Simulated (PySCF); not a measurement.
The first ionisation energy along the second row

All values are computed (PySCF 2.14, energy differences of UHF-based or UKS calculations, no spin-orbit coupling). Values in eV. The last column holds reference values (NIST; (s) semi-empirical, (t) theoretical, else measured). Unmarked ones compare directly (S terms, centres of terms, or small fine structure); those marked * lie between the lowest fine-structure levels and include a spin-orbit shift.

| element | configurations | UHF | MP2 (valence) | SCS-MP2 (valence) | CCSD (valence) | CCSD(T) (valence) | reference |
| --- | --- | --- | --- | --- | --- | --- | --- |
| Li (def2-SVP, non-relativistic) | [He] 2s1 → 1s2 | 5.229 | n/a | n/a | n/a | n/a | 5.392 |
| Be (def2-SVP, non-relativistic) | [He] 2s2 → [He] 2s1 | 7.968 | 8.567 | 8.687 | 9.171 | 9.171 | 9.323 |
| B (def2-SVP, non-relativistic) | [He] 2s2 2p1 → [He] 2s2 | 8.126 | 8.208 | 8.169 | 8.060 | 8.083 | 8.297 |
| C (def2-SVP, non-relativistic) | [He] 2s2 2p2 → [He] 2s2 2p1 | 10.913 | 11.138 | 11.027 | 10.981 | 10.988 | 11.262 |
| N (def2-SVP, non-relativistic) | [He] 2s2 2p3 → [He] 2s2 2p2 | 14.038 | 14.455 | 14.244 | 14.279 | 14.276 | 14.545 |
| O (def2-SVP, non-relativistic) | [He] 2s2 2p4 → [He] 2s2 2p3 | 12.083 | 12.963 | 12.985 | 12.972 | 12.979 | 13.608 |
| F (def2-SVP, non-relativistic) | [He] 2s2 2p5 → [He] 2s2 2p4 | 15.772 | 16.959 | 16.914 | 16.879 | 16.881 | 17.427 |
| Ne (def2-SVP, non-relativistic) | [Ne] → [He] 2s2 2p5 | 19.813 | 21.269 | 21.142 | 21.082 | 21.081 | 21.597 |

```csv
method,elements,mean error (eV),mean absolute error (eV),largest error (eV)
UHF,8,-0.939,0.939,-1.784
MP2 (valence),7,-0.357,0.357,-0.755
SCS-MP2 (valence),7,-0.413,0.413,-0.635
CCSD (valence),7,-0.377,0.377,-0.637
CCSD(T) (valence),7,-0.371,0.371,-0.630
```

Errors include the incompleteness of the basis and the frozen core.

"Valence" correlates the outer s and p shells and, in groups 3 to 12 and the f block, the outer d or f shell, open or full, or the next shell where the ion has no valence electron left; the wider scheme adds the next inner shell.
